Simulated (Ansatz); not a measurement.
Geometry optimisation, Ansatz, UKS B3LYP-D4/def2-SVP.

Input file:

```yaml
crystal:
  periodic: [false, false, false]
  atoms:
    - { symbol: B, position_ang: [0.0, 0.0, -0.084296] }
    - { symbol: Cl, position_ang: [0.0, 1.0e-06, 1.733335] }
    - { symbol: H, position_ang: [1.069124, 0.0, -0.625128] }
    - { symbol: H, position_ang: [-1.069124, 0.0, -0.625128] }
    - { symbol: F, position_ang: [0.0, -1.0e-06, 4.431218] }
magnetization:
  spin_polarized: true
  initial_magnetization: 1
basis:
  gaussian: { orbitals: def2-SVP }
hamiltonian:
  xc: b3lyp
  dispersion: d4
relax:
  f_tol: 0.03
  max_steps: 50
output:
  orbitals: {}
```

Command:

```bash
$ ansatz run input.yaml --threads 1 --pin off --max-ram 2048MiB --backend cpu --events-out ev --progress --plain --runs-dir out
```

Question: Where does it end, and by what steps?

Answer: It converged. After 4 steps the energy has fallen by 0.048 eV; F5 moved furthest, 0.13 Å.

```json
{"step": "0", "energy less start (eV)": "0.0000", "largest force component (eV/Å)": "1.279", "accepted": "yes"}
{"step": "1", "energy less start (eV)": "-0.0320", "largest force component (eV/Å)": "0.791", "accepted": "yes"}
{"step": "2", "energy less start (eV)": "-0.0469", "largest force component (eV/Å)": "0.137", "accepted": "yes"}
{"step": "3", "energy less start (eV)": "-0.0475", "largest force component (eV/Å)": "0.034", "accepted": "yes"}
{"step": "4", "energy less start (eV)": "-0.0477", "largest force component (eV/Å)": "0.009", "accepted": "yes"}
```

```xyz
5
Properties=species:S:1:pos:R:3
B 0.000 0.000 -0.027
Cl 0.000 0.000 1.725
H 1.062 0.000 -0.586
H -1.062 0.000 -0.586
F 0.000 0.000 4.304
```

Whether the end is a true minimum wasn't checked by a vibrational analysis.

Time of the run: 25 s on 1 thread of Arm Neoverse V2 (shared host), peak memory 0.14 GiB.
